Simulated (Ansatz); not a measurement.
Ansatz (a program for electronic structure) input:

Ansatz 0.2 input:
```yaml
crystal:
  periodic: [false, false, false]
  atoms:
    - {symbol: C, position_ang: [0.00944377, -0.16515298, -0.58403845]}
    - {symbol: C, position_ang: [1.25583370, -0.35795029, 0.18283931]}
    - {symbol: C, position_ang: [-1.08074477, 0.60985732, -0.09112120]}
    - {symbol: H, position_ang: [-0.14681060, -0.78901394, -1.45004033]}
    - {symbol: H, position_ang: [1.25620269, -1.33772144, 0.67257447]}
    - {symbol: Cl, position_ang: [-2.17857168, -0.48524715, 1.05765634]}
    - {symbol: H, position_ang: [2.12310325, -0.34196941, -0.47883750]}
    - {symbol: H, position_ang: [1.36911817, 0.40302952, 0.95147102]}
    - {symbol: H, position_ang: [-0.80362979, 1.41299007, 0.58493206]}
    - {symbol: H, position_ang: [-1.80283969, 0.92179328, -0.83818330]}
basis:
  gaussian:
    orbitals: def2-TZVP
hamiltonian:
  xc: b3lyp
  dispersion: d3bj
magnetization: {spin_polarized: true, initial_magnetization: 1}
relax: {f_tol: 0.002, max_steps: 150}
```

Problem. Predict the final energy.

Solution. -578.16774 Eh (B3LYP-D3(BJ)/def2-TZVP). The basis has 166 functions.

It need not be the lowest isomer of its formula.
